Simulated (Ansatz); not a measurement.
## Worked example: correlation energy of B–GeH–Cl, quartet

Geometry: a PBE0/def2-TZVP stationary point for this spin, not checked as a minimum.

```yaml
atoms:
  - { symbol: B, position_ang: [0.0000, -1.1056, 1.8572] }
  - { symbol: Ge, position_ang: [0.0000, 0.2375, 0.5003] }
  - { symbol: Cl, position_ang: [0.0000, -0.1999, -1.6072] }
  - { symbol: H, position_ang: [0.0000, 1.7699, 0.5591] }
```

Basis cc-pVDZ; Ansatz 0.2.0. Correlated methods freeze the noble-gas cores and the filled d shells of p-block atoms, which leaves 15 electrons in 44 orbitals. R marks a restricted (for open shells ROHF) determinant, U an unrestricted one. No spin–orbit coupling is included, and no scalar relativity.

Full CI isn't at hand for all of this; UCCSDT(Q) serves as the reference, and is uncertain by about the last step of the cluster series.

Runs differ by some tens of microhartree through their thresholds and, for an open shell, their frozen cores, so steps under 0.03 kcal/mol mean nothing.

```json
{"level": "UHF", "total energy (hartree)": "-2560.001024"}
{"level": "UMP2", "total energy (hartree)": "-2560.247819"}
{"level": "UCCSD", "total energy (hartree)": "-2560.283489"}
{"level": "UCCSD(T)", "total energy (hartree)": "-2560.291816"}
{"level": "UCCSDT", "total energy (hartree)": "-2560.293238"}
{"level": "UCCSDT(Q)", "total energy (hartree)": "-2560.293952"}
```

What is the correlation energy at UCCSDT(Q), and what share of it do UMP2 and UCCSD(T) recover?

E(corr) = -2560.293952 − (-2560.001024) = -0.292928 hartree = -7.971 eV. UMP2: -0.246795 / -0.292928 = 84.25 %. UCCSD(T): -0.290792 / -0.292928 = 99.27 %.

By how many kcal/mol does UCCSD(T) miss UCCSDT(Q) (1 hartree = 627.509 kcal/mol), and which steps make up the rest?

-2560.291816 − (-2560.293952) = 0.002136 hartree = 1.34 kcal/mol. Steps: UCCSDT − UCCSD(T) = -0.89, UCCSDT(Q) − UCCSDT = -0.45 kcal/mol. Differences between like states or geometries often cancel part of this.
